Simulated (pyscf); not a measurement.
One substitution at O on the doublet surface with elements of a group swapped. ωB97M-D3(BJ)/def2-TZVP, kcal/mol, from the separated reactants. Single points on ωB97X-D3(BJ)/def2-SVP structures (PySCF, gas phase).

| step | barrier | reaction energy | imaginary mode (i cm⁻¹) |
|---|---|---|---|
| `[OH][Ge]([OH])[OH]` [doublet] + `[OH2]` → `[OH][Ge]([OH])([OH])[OH]` + `[H]` [doublet] | ___ | ___ | 1810 |
| `[OH][Sn]([OH])[OH]` [doublet] + `[OH2]` → `[OH][Sn]([OH])([OH])[OH]` + `[H]` [doublet] | 42.1 | +32.4 | 1526 |

Task: Some entries are withheld; supply them.

Result: 
- `[OH][Ge]([OH])[OH]` [doublet] + `[OH2]` → `[OH][Ge]([OH])([OH])[OH]` + `[H]` [doublet], barrier: 31.9
- `[OH][Ge]([OH])[OH]` [doublet] + `[OH2]` → `[OH][Ge]([OH])([OH])[OH]` + `[H]` [doublet], reaction energy: +12.9

Row 1: On the reactant side the descent ends in a bound adduct, 10.0 kcal/mol under the separated species and 41.9 kcal/mol under the saddle at ωB97X-D3(BJ)/def2-TZVP. Row 2: On the reactant side the descent ends in an adduct with a O–Sn contact (not fully relaxed), 13.0 kcal/mol under the separated species and 53.1 kcal/mol under the saddle at ωB97X-D3(BJ)/def2-TZVP. Each row is the saddle that its search found. Elements up to Kr have no core potential and no relativistic terms here. Elements past Kr carry the def2 core potentials, without spin-orbit coupling.
